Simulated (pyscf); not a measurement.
One four-centre exchange on the singlet surface with elements of a group swapped. ωB97M-D3(BJ)/def2-TZVP, kcal/mol, from the separated reactants. Single points on ωB97X-D3(BJ)/def2-SVP structures (PySCF, gas phase).

```
step                                          barrier  reaction energy  imaginary mode (i cm⁻¹)
--------------------------------------------  -------  ---------------  -----------------------
Cl–TiH(Cl)–Cl + HF → F–Ti(Cl)(Cl)–Cl + H₂           ?                ?                      790
HF + F–TiH(F)–F -> F–Ti(F)(F)–F + H₂              0.7            -41.9                      768
HCl + Cl–TiH(Cl)–Cl -> Cl–Ti(Cl)(Cl)–Cl + H₂      5.3            -34.7                      337
```

Q: What belongs in the gaps?

A: 
- Cl–TiH(Cl)–Cl + HF → F–Ti(Cl)(Cl)–Cl + H₂, barrier: 2.2
- Cl–TiH(Cl)–Cl + HF → F–Ti(Cl)(Cl)–Cl + H₂, reaction energy: -41.1

Row 1: On the reactant side the descent ends in an adduct with a F–Ti contact, 3.8 kcal/mol under the separated species and 4.2 kcal/mol under the saddle at ωB97X-D3(BJ)/def2-TZVP. Row 2: On the reactant side the descent ends in an adduct with a F–Ti contact, 5.6 kcal/mol under the separated species and 4.6 kcal/mol under the saddle at ωB97X-D3(BJ)/def2-TZVP. Row 3: On the reactant side the descent ends in an adduct with a Cl–Ti contact, 3.1 kcal/mol under the separated species and 4.1 kcal/mol under the saddle at ωB97X-D3(BJ)/def2-TZVP. Each row is the saddle that its search found.
